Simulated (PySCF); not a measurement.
Computed with PySCF and rigid-rotor harmonic-oscillator thermochemistry at 1 bar. The comparison is the NASA 1993 polynomial table, which mixes measured and estimated data. 6-31G* has spherical d functions here. All species are closed-shell singlets. The harmonic model lacks anharmonicity and excited electronic states, which grow with temperature; levels with a mode under 35 cm⁻¹ are left out. The table's entry may be an old estimate for HNC (not checked at source).

Harmonic frequencies at HF/6-31G* (cm⁻¹): 532, 532, 2308, 4091. Point group C∞v; S°(298 K) = 203.9 J/mol/K at this level.

**Question.** Work out Cp and S° of gaseous HNC at 500, 800, 1200, 1600, 2000 K from these, and set them beside the table.

**Answer.** 
```tsv
T (K)	Cp HF/6-31G*	Cp table	S° HF/6-31G*	S° table
500	43.3	44.4	225.2	227.5
800	47.1	48.3	246.4	249.2
1200	51.2	52.5	266.3	269.6
1600	54.3	55.4	281.5	285.1
2000	56.4	57.4	293.9	297.7
```
Units J/mol/K.
